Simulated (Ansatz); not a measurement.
in.yaml

```yaml
crystal:
  periodic: [false, false, false]
  atoms:
    - {symbol: Al, position_ang: [0.002705, 0.004678, 0.592153]}
    - {symbol: N, position_ang: [0.001872, -0.011465, -1.163272]}
    - {symbol: H, position_ang: [0.049836, 1.455110, 1.258264]}
    - {symbol: H, position_ang: [-0.052941, -1.422233, 1.288067]}
    - {symbol: H, position_ang: [-0.095325, 0.001211, -2.232434]}
basis:
  gaussian: {orbitals: STO-3G, point_charges: [{charge: 1.00, position_ang: [2.703, -0.438, 0.735]}]}
magnetization: {spin_polarized: true, initial_magnetization: 1}
correlation: {method: ccsdt_q_b, electrons: outside_noble_gas}
```

```sh
$ ansatz run in.yaml --threads 1 --pin off --events-out ev --progress --plain --max-ram 2393MiB
```

Log:

```
286 factors; integrals over basis functions are off by at most 2.9e-8 eV
mean field evaluation 1: about -8009.5817 eV, gradient 1.4e1 eV
mean field evaluation 2: about -8009.5850 eV, gradient 1.4e1 eV
mean field evaluation 4: about -8011.3870 eV, gradient 1.1e0 eV
mean field evaluation 8: about -8011.4051 eV, gradient 1.3e-2 eV
mean field evaluation 16: about -8011.4040 eV, gradient 3.2e-1 eV
mean field evaluation 32: about -8011.4051 eV, gradient 7.0e-6 eV
mean field evaluation 64: about -8010.5953 eV, gradient 2.1e-2 eV
mean field -8011.40512974 eV, -294.4137081923 hartree, gradient 1.1e-6 eV, S^2 0.767925; 6 other end points of the search recorded, 0 dependent functions left out
determinant -8011.40512974 eV, -294.4137081923 hartree, with singles and doubles -8013.88636815 eV, -294.5048920223 hartree
determinant -8010.59524259 eV, -294.3839453887 hartree, with singles and doubles -8012.79819110 eV, -294.4649022534 hartree
6 core orbitals not correlated: weight in the atoms' cores, before any rotation towards them, 0.999 or more for the frozen orbitals, at most 0.000 for the correlated occupied ones
reference -8011.40512974 eV, -294.4137081923 hartree; 6, 5 occupied and 5, 6 virtual orbitals, 286 factors
second order -1.73494275 eV of doubles, -0.00000000 eV of singles
cycle   1  -2.13167675 eV  change   -4.0e-1 eV  update   8.4e-2
cycle   2  -2.39945983 eV  change   -2.7e-1 eV  update   3.8e-2
cycle   3  -2.54973288 eV  change   -1.5e-1 eV  update   2.6e-2
cycle   4  -2.57009229 eV  change   -2.0e-2 eV  update   1.0e-2
cycle   5  -2.57432987 eV  change   -4.2e-3 eV  update   5.2e-3
cycle   6  -2.57942357 eV  change   -5.1e-3 eV  update   3.4e-3
cycle   7  -2.58076851 eV  change   -1.3e-3 eV  update   1.7e-3
cycle   8  -2.58197290 eV  change   -1.2e-3 eV  update   7.7e-4
cycle   9  -2.58269493 eV  change   -7.2e-4 eV  update   4.1e-4
cycle  10  -2.58255977 eV  change    1.4e-4 eV  update   2.6e-4
cycle  11  -2.58255659 eV  change    3.2e-6 eV  update   1.5e-4
cycle  12  -2.58249959 eV  change    5.7e-5 eV  update   9.7e-5
cycle  13  -2.58253870 eV  change   -3.9e-5 eV  update   7.2e-5
cycle  14  -2.58259914 eV  change   -6.0e-5 eV  update   6.0e-5
cycle  15  -2.58261175 eV  change   -1.3e-5 eV  update   4.8e-5
cycle  16  -2.58256933 eV  change    4.2e-5 eV  update   2.8e-5
cycle  17  -2.58256251 eV  change    6.8e-6 eV  update   1.6e-5
cycle  18  -2.58255668 eV  change    5.8e-6 eV  update   9.1e-6
cycle  19  -2.58256710 eV  change   -1.0e-5 eV  update   5.0e-6
cycle  20  -2.58257079 eV  change   -3.7e-6 eV  update   2.3e-6
cycle  21  -2.58257055 eV  change    2.4e-7 eV  update   1.1e-6
perturbative correction 0.00276892 eV, 0.0001017559 hartree
Total energy: -8013.98493136 eV, -294.5085141535 hartree
```

Ran on 1 thread of Arm Neoverse V1, shared host: 0.75 s wall, 0.07 GiB peak host memory.
